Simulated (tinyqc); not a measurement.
Inside a calculation (part 2 of 3). Method: RHF in the sto-3g basis, for NH3, spin multiplicity 1. Computed by tinyqc, a small Python program that keeps every step (integrals from PySCF). Command: `OMP_NUM_THREADS=1 python tinyqc.py 30485 30486 out.jsonl` (the two numbers bound the seeds that draw the settings). One thread of a shared host (Intel(R) Xeon(R) Processor @ 2.60GHz), about 0.08 s of CPU time with the checks.

Geometry (angstrom):
```
atom          x          y         z
N      0.000000   0.000000  0.490000
H      1.119000   0.000000  0.000000
H     -0.560000   0.969000  0.000000
H     -0.560000  -0.969000  0.000000
```

## Iteration 1: building the Fock matrix

D at the start:
```
            1N 1s      1N 2s     1N 2px     1N 2py     1N 2pz      2H 1s      3H 1s      4H 1s
1N 1s    2.127619  -0.480832  -0.000003   0.000000  -0.009256  -0.013652  -0.013649  -0.013649
1N 2s   -0.480832   2.065839   0.000015   0.000000   0.038349   0.051699   0.051690   0.051690
1N 2px  -0.000003   0.000015   0.937285   0.000000  -0.000006   0.062755  -0.031391  -0.031391
1N 2py   0.000000   0.000000   0.000000   0.937340   0.000000   0.000000   0.054343  -0.054343
1N 2pz  -0.009256   0.038349  -0.000006   0.000000   0.973451  -0.014827  -0.014822  -0.014822
2H 1s   -0.013652   0.051699   0.062755   0.000000  -0.014827   0.965426   0.048007   0.048007
3H 1s   -0.013649   0.051690  -0.031391   0.054343  -0.014822   0.048007   0.965426   0.048045
4H 1s   -0.013649   0.051690  -0.031391  -0.054343  -0.014822   0.048007   0.048045   0.965426
```

core Hamiltonian H = T + V (hartree):
```
             1N 1s      1N 2s     1N 2px     1N 2py     1N 2pz      2H 1s      3H 1s      4H 1s
1N 1s   -25.494665  -5.866784   0.000005   0.000000   0.013079  -0.898242  -0.897902  -0.897902
1N 2s    -5.866784  -7.547929   0.000064   0.000000   0.160336  -2.336697  -2.336098  -2.336098
1N 2px    0.000005   0.000064  -6.221742   0.000000  -0.000009  -1.757075   0.879061   0.879061
1N 2py    0.000000   0.000000   0.000000  -6.221617   0.000000   0.000000  -1.521033   1.521033
1N 2pz    0.013079   0.160336  -0.000009   0.000000  -6.155233   0.806565   0.806304   0.806304
2H 1s    -0.898242  -2.336697  -1.757075   0.000000   0.806565  -4.005792  -0.700739  -0.700739
3H 1s    -0.897902  -2.336098   0.879061  -1.521033   0.806304  -0.700739  -4.005494  -0.701240
4H 1s    -0.897902  -2.336098   0.879061   1.521033   0.806304  -0.700739  -0.701240  -4.005494
```

nuclear repulsion = 9.91518691 hartree

Given earlier and not repeated: Two-electron integrals (ij|kl) in chemists' order.

J_ij = sum D_kl (ij|kl), K_ij = sum D_kl (ik|jl); F = H + J - 0.5 K; E = tr D H + tr D J / 2 - 0.25 tr D K + E_nn.

Coulomb J (hartree):
```
            1N 1s      1N 2s     1N 2px     1N 2py     1N 2pz      2H 1s      3H 1s      4H 1s
1N 1s   14.420879   2.668119  -0.000005   0.000000  -0.011358   0.406871   0.406716   0.406716
1N 2s    2.668119   6.683776  -0.000061   0.000000  -0.131204   2.087291   2.086760   2.086760
1N 2px  -0.000005  -0.000061   6.691051   0.000000   0.000009   1.711472  -0.856237  -0.856237
1N 2py   0.000000   0.000000   0.000000   6.690977   0.000000   0.000000   1.481549  -1.481549
1N 2pz  -0.011358  -0.131204   0.000009   0.000000   6.648012  -0.781423  -0.781163  -0.781163
2H 1s    0.406871   2.087291   1.711472   0.000000  -0.781423   4.235854   0.629629   0.629629
3H 1s    0.406716   2.086760  -0.856237   1.481549  -0.781163   0.629629   4.235606   0.630113
4H 1s    0.406716   2.086760  -0.856237  -1.481549  -0.781163   0.629629   0.630113   4.235606
```

exchange K (hartree):
```
            1N 1s      1N 2s     1N 2px     1N 2py     1N 2pz      2H 1s      3H 1s      4H 1s
1N 1s    8.557700   1.424045  -0.000002   0.000000  -0.011646   0.243052   0.242965   0.242965
1N 2s    1.424045   2.299446  -0.000029   0.000000  -0.115041   0.897408   0.897213   0.897213
1N 2px  -0.000002  -0.000029   1.336173   0.000000   0.000008   0.520977  -0.260665  -0.260665
1N 2py   0.000000   0.000000   0.000000   1.336030   0.000000   0.000000   0.450978  -0.450978
1N 2pz  -0.011646  -0.115041   0.000008   0.000000   1.262602  -0.263221  -0.263151  -0.263151
2H 1s    0.243052   0.897408   0.520977   0.000000  -0.263221   1.139033   0.320650   0.320650
3H 1s    0.242965   0.897213  -0.260665   0.450978  -0.263151   0.320650   1.138902   0.320825
4H 1s    0.242965   0.897213  -0.260665  -0.450978  -0.263151   0.320650   0.320825   1.138902
```

Fock matrix F (hartree):
```
             1N 1s      1N 2s     1N 2px     1N 2py     1N 2pz      2H 1s      3H 1s      4H 1s
1N 1s   -15.352637  -3.910687   0.000001   0.000000   0.007544  -0.612898  -0.612668  -0.612668
1N 2s    -3.910687  -2.013876   0.000017   0.000000   0.086653  -0.698109  -0.697945  -0.697945
1N 2px    0.000001   0.000017  -0.198777   0.000000  -0.000004  -0.306091   0.153156   0.153156
1N 2py    0.000000   0.000000   0.000000  -0.198655   0.000000   0.000000  -0.264973   0.264973
1N 2pz    0.007544   0.086653  -0.000004   0.000000  -0.138522   0.156752   0.156716   0.156716
2H 1s    -0.612898  -0.698109  -0.306091   0.000000   0.156752  -0.339454  -0.231435  -0.231435
3H 1s    -0.612668  -0.697945   0.153156  -0.264973   0.156716  -0.231435  -0.339339  -0.231539
4H 1s    -0.612668  -0.697945   0.153156   0.264973   0.156716  -0.231435  -0.231539  -0.339339
```

total energy of this density = -55.05212498 hartree

This density is the starting one; it is not idempotent, so its energy is not variational and may lie below the converged one.

## Iteration 1: diagonalisation and new density

X:
```
            1N 1s      1N 2s     1N 2px     1N 2py     1N 2pz      2H 1s      3H 1s      4H 1s
1N 1s    1.024130  -0.142297   0.000002   0.000000   0.007748   0.019130   0.019125   0.019125
1N 2s   -0.142297   1.213271  -0.000009   0.000000  -0.072619  -0.215386  -0.215300  -0.215300
1N 2px   0.000002  -0.000009   1.080435   0.000000   0.000002  -0.209275   0.104679   0.104679
1N 2py   0.000000   0.000000   0.000000   1.080339   0.000000   0.000000  -0.181153   0.181153
1N 2pz   0.007748  -0.072619   0.000002   0.000000   1.027515   0.081917   0.081877   0.081877
2H 1s    0.019130  -0.215386  -0.209275   0.000000   0.081917   1.130482  -0.033333  -0.033333
3H 1s    0.019125  -0.215300   0.104679  -0.181153   0.081877  -0.033333   1.130418  -0.033367
4H 1s    0.019125  -0.215300   0.104679   0.181153   0.081877  -0.033333  -0.033367   1.130418
```

Diagonalise F' = X^T F X, C = X C', fill 5 alpha and 5 beta electrons from the bottom; D = 2 C_occ C_occ^T. Each column has its largest component positive (the first on a tie).

F' = X^T F X (hartree):
```
            1          2          3          4          5          6          7          8
1  -15.064902  -2.046050   0.000009   0.000000   0.025273  -0.058263  -0.058210  -0.058210
2   -2.046050  -1.056295  -0.000006   0.000000  -0.045788  -0.366299  -0.366175  -0.366175
3    0.000009  -0.000006  -0.031432   0.000000   0.000003  -0.333773   0.166966   0.166966
4    0.000000   0.000000   0.000000  -0.031504   0.000000   0.000000  -0.288932   0.288932
5    0.025273  -0.045788   0.000003   0.000000  -0.080645   0.134520   0.134465   0.134465
6   -0.058263  -0.366299  -0.333773   0.000000   0.134520  -0.008288  -0.072682  -0.072682
7   -0.058210  -0.366175   0.166966  -0.288932   0.134465  -0.072682  -0.008315  -0.072722
8   -0.058210  -0.366175   0.166966   0.288932   0.134465  -0.072682  -0.072722  -0.008315
```

orbital energies (hartree): MO1 -15.360024, MO2 -1.149479, MO3 -0.395178, MO4 -0.394964, MO5 -0.192567, MO6 0.346530, MO7 0.427867, MO8 0.428118

coefficients C:
```
              MO1        MO2        MO3        MO4        MO5        MO6        MO7        MO8
1N 1s    0.993830  -0.230549  -0.000028   0.000000  -0.088114  -0.147082   0.000000  -0.000035
1N 2s    0.027036   0.832985   0.000122   0.000000   0.448310   0.860855   0.000000   0.000236
1N 2px   0.000000  -0.000017   0.636822   0.000000  -0.000068  -0.000312   0.000000   0.909675
1N 2py   0.000000   0.000000   0.000000   0.636942   0.000000   0.000000   0.909434   0.000000
1N 2pz  -0.002318  -0.065627   0.000033   0.000000   0.831343  -0.621124   0.000000  -0.000172
2H 1s   -0.004103   0.140832   0.475150   0.000000  -0.215110  -0.603758   0.000000  -0.849153
3H 1s   -0.004102   0.140802  -0.237700   0.411575  -0.214967  -0.603790  -0.735269   0.424423
4H 1s   -0.004102   0.140802  -0.237700  -0.411575  -0.214967  -0.603790   0.735269   0.424423
```

D after iteration 1:
```
            1N 1s      1N 2s     1N 2px     1N 2py     1N 2pz      2H 1s      3H 1s      4H 1s
1N 1s    2.097231  -0.409355  -0.000017   0.000000  -0.120853  -0.035211  -0.035180  -0.035180
1N 2s   -0.409355   1.791155   0.000065   0.000000   0.635941   0.041643   0.041550   0.041550
1N 2px  -0.000017   0.000065   0.811085   0.000000  -0.000069   0.605197  -0.302721  -0.302721
1N 2py   0.000000   0.000000   0.000000   0.811390   0.000000   0.000000   0.524298  -0.524298
1N 2pz  -0.120853   0.635941  -0.000069   0.000000   1.390888  -0.376096  -0.375900  -0.375900
2H 1s   -0.035211   0.041643   0.605197   0.000000  -0.376096   0.583782  -0.093711  -0.093711
3H 1s   -0.035180   0.041550  -0.302721   0.524298  -0.375900  -0.093711   0.583896  -0.093679
4H 1s   -0.035180   0.041550  -0.302721  -0.524298  -0.375900  -0.093711  -0.093679   0.583896
```

## Iteration 2: building the Fock matrix

As before.

Coulomb J (hartree):
```
            1N 1s      1N 2s     1N 2px     1N 2py     1N 2pz      2H 1s      3H 1s      4H 1s
1N 1s   14.534422   2.701228  -0.000003   0.000000   0.009805   0.411381   0.411224   0.411224
1N 2s    2.701228   6.807982  -0.000054   0.000000  -0.020342   2.105727   2.105191   2.105191
1N 2px  -0.000003  -0.000054   6.801857   0.000000   0.000004   1.721105  -0.861053  -0.861053
1N 2py   0.000000   0.000000   0.000000   6.801810   0.000000   0.000000   1.489893  -1.489893
1N 2pz   0.009805  -0.020342   0.000004   0.000000   6.799199  -0.763631  -0.763375  -0.763375
2H 1s    0.411381   2.105727   1.721105   0.000000  -0.763631   4.202882   0.630784   0.630784
3H 1s    0.411224   2.105191  -0.861053   1.489893  -0.763375   0.630784   4.202637   0.631264
4H 1s    0.411224   2.105191  -0.861053  -1.489893  -0.763375   0.630784   0.631264   4.202637
```

exchange K (hartree):
```
            1N 1s     1N 2s     1N 2px     1N 2py     1N 2pz      2H 1s      3H 1s      4H 1s
1N 1s    8.478195  1.400471  -0.000002   0.000000  -0.003300   0.224502   0.224420   0.224420
1N 2s    1.400471  2.134492   0.000008   0.000000   0.139616   0.771947   0.771763   0.771763
1N 2px  -0.000002  0.000008   1.481357   0.000000  -0.000039   0.670858  -0.335615  -0.335615
1N 2py   0.000000  0.000000   0.000000   1.481333   0.000000   0.000000   0.580849  -0.580849
1N 2pz  -0.003300  0.139616  -0.000039   0.000000   1.685437  -0.308915  -0.308797  -0.308797
2H 1s    0.224502  0.771947   0.670858   0.000000  -0.308915   1.057205   0.212223   0.212223
3H 1s    0.224420  0.771763  -0.335615   0.580849  -0.308797   0.212223   1.057115   0.212398
4H 1s    0.224420  0.771763  -0.335615  -0.580849  -0.308797   0.212223   0.212398   1.057115
```

Fock matrix F (hartree):
```
             1N 1s      1N 2s     1N 2px     1N 2py     1N 2pz      2H 1s      3H 1s      4H 1s
1N 1s   -15.199341  -3.865791   0.000003   0.000000   0.024534  -0.599113  -0.598888  -0.598888
1N 2s    -3.865791  -1.807193   0.000007   0.000000   0.070186  -0.616943  -0.616789  -0.616789
1N 2px    0.000003   0.000007  -0.160564   0.000000   0.000014  -0.371399   0.185815   0.185815
1N 2py    0.000000   0.000000   0.000000  -0.160474   0.000000   0.000000  -0.321565   0.321565
1N 2pz    0.024534   0.070186   0.000014   0.000000  -0.198754   0.197391   0.197328   0.197328
2H 1s    -0.599113  -0.616943  -0.371399   0.000000   0.197391  -0.331512  -0.176067  -0.176067
3H 1s    -0.598888  -0.616789   0.185815  -0.321565   0.197328  -0.176067  -0.331415  -0.176175
4H 1s    -0.598888  -0.616789   0.185815   0.321565   0.197328  -0.176067  -0.176175  -0.331415
```

total energy of this density = -55.36485581 hartree

## Iteration 2: DIIS over 2 matrices

error matrix X^T (FDS - SDF) X:
```
           1          2          3          4          5          6          7          8
1   0.000000   0.016364  -0.000004   0.000000  -0.018176  -0.019074  -0.019067  -0.019067
2  -0.016364   0.000000   0.000003   0.000000   0.006471   0.021540   0.021528   0.021528
3   0.000004  -0.000003   0.000000   0.000000  -0.000002   0.100359  -0.050196  -0.050196
4   0.000000   0.000000   0.000000   0.000000   0.000000   0.000000   0.086933  -0.086933
5   0.018176  -0.006471   0.000002   0.000000   0.000000  -0.016387  -0.016370  -0.016370
6   0.019074  -0.021540  -0.100359   0.000000   0.016387   0.000000   0.000005   0.000005
7   0.019067  -0.021528   0.050196  -0.086933   0.016370  -0.000005   0.000000   0.000000
8   0.019067  -0.021528   0.050196   0.086933   0.016370  -0.000005   0.000000   0.000000
```

B (overlaps of the stored error matrices):
```
               1              2
1  4.5994774e+00  3.1266082e-02
2  3.1266082e-02  6.8304558e-02
```

Minimise |sum c_i e_i|^2 with sum c_i = 1: solve [B -1; -1 0][c; lambda] = [0; -1] with B_ij = tr e_i^T e_j, and take F = sum c_i F_i.

DIIS coefficients: 0.008043  0.991957

extrapolated F (hartree):
```
             1N 1s      1N 2s     1N 2px     1N 2py     1N 2pz      2H 1s      3H 1s      4H 1s
1N 1s   -15.200574  -3.866152   0.000003   0.000000   0.024397  -0.599223  -0.598999  -0.598999
1N 2s    -3.866152  -1.808855   0.000007   0.000000   0.070319  -0.617596  -0.617441  -0.617441
1N 2px    0.000003   0.000007  -0.160871   0.000000   0.000014  -0.370873   0.185553   0.185553
1N 2py    0.000000   0.000000   0.000000  -0.160781   0.000000   0.000000  -0.321109   0.321109
1N 2pz    0.024397   0.070319   0.000014   0.000000  -0.198269   0.197064   0.197001   0.197001
2H 1s    -0.599223  -0.617596  -0.370873   0.000000   0.197064  -0.331576  -0.176512  -0.176512
3H 1s    -0.598999  -0.617441   0.185553  -0.321109   0.197001  -0.176512  -0.331479  -0.176620
4H 1s    -0.598999  -0.617441   0.185553   0.321109   0.197001  -0.176512  -0.176620  -0.331479
```

## Iteration 2: diagonalisation and new density

As before.

F' = X^T F X (hartree):
```
            1          2          3          4          5          6          7          8
1  -14.913484  -2.046903   0.000012   0.000000   0.048197  -0.052703  -0.052653  -0.052653
2   -2.046903  -0.867413  -0.000017   0.000000  -0.088071  -0.338961  -0.338840  -0.338840
3    0.000012  -0.000017   0.053677   0.000000   0.000020  -0.416593   0.208389   0.208389
4    0.000000   0.000000   0.000000   0.053557   0.000000   0.000000  -0.360687   0.360687
5    0.048197  -0.088071   0.000020   0.000000  -0.120089   0.181463   0.181379   0.181379
6   -0.052703  -0.338961  -0.416593   0.000000   0.181463   0.006971  -0.043533  -0.043533
7   -0.052653  -0.338840   0.208389  -0.360687   0.181379  -0.043533   0.006930  -0.043567
8   -0.052653  -0.338840   0.208389   0.360687   0.181379  -0.043533  -0.043567   0.006930
```

orbital energies (hartree): MO1 -15.207783, MO2 -0.958201, MO3 -0.458221, MO4 -0.458064, MO5 -0.279244, MO6 0.464097, MO7 0.562117, MO8 0.562376

coefficients C:
```
              MO1        MO2        MO3        MO4        MO5        MO6        MO7        MO8
1N 1s    0.993910  -0.221640  -0.000019   0.000000  -0.102024  -0.151187   0.000000  -0.000010
1N 2s    0.027011   0.790118   0.000076   0.000000   0.504233   0.870277   0.000000   0.000087
1N 2px  -0.000001  -0.000011   0.581240   0.000000  -0.000012  -0.000152   0.000000   0.946156
1N 2py   0.000000   0.000000   0.000000   0.581344   0.000000   0.000000   0.945940   0.000000
1N 2pz  -0.003635  -0.103661  -0.000034   0.000000   0.820546  -0.630226   0.000000  -0.000069
2H 1s   -0.004724   0.163699   0.525128   0.000000  -0.211673  -0.599323   0.000000  -0.819086
3H 1s   -0.004722   0.163658  -0.262664   0.454862  -0.211585  -0.599131  -0.709306   0.409545
4H 1s   -0.004722   0.163658  -0.262664  -0.454862  -0.211585  -0.599131   0.709306   0.409545
```

D after iteration 2:
```
            1N 1s      1N 2s     1N 2px     1N 2py     1N 2pz      2H 1s      3H 1s      4H 1s
1N 1s    2.094782  -0.399438  -0.000016   0.000000  -0.128705  -0.038783  -0.038750  -0.038750
1N 2s   -0.399438   1.758532   0.000059   0.000000   0.663488   0.045042   0.044947   0.044947
1N 2px  -0.000016   0.000059   0.675680   0.000000  -0.000057   0.610452  -0.305340  -0.305340
1N 2py   0.000000   0.000000   0.000000   0.675922   0.000000   0.000000   0.528863  -0.528863
1N 2pz  -0.128705   0.663488  -0.000057   0.000000   1.368110  -0.381315  -0.381108  -0.381108
2H 1s   -0.038783   0.045042   0.610452   0.000000  -0.381315   0.694769  -0.132665  -0.132665
3H 1s   -0.038750   0.044947  -0.305340   0.528863  -0.381108  -0.132665   0.694933  -0.132666
4H 1s   -0.038750   0.044947  -0.305340  -0.528863  -0.381108  -0.132665  -0.132666   0.694933
```
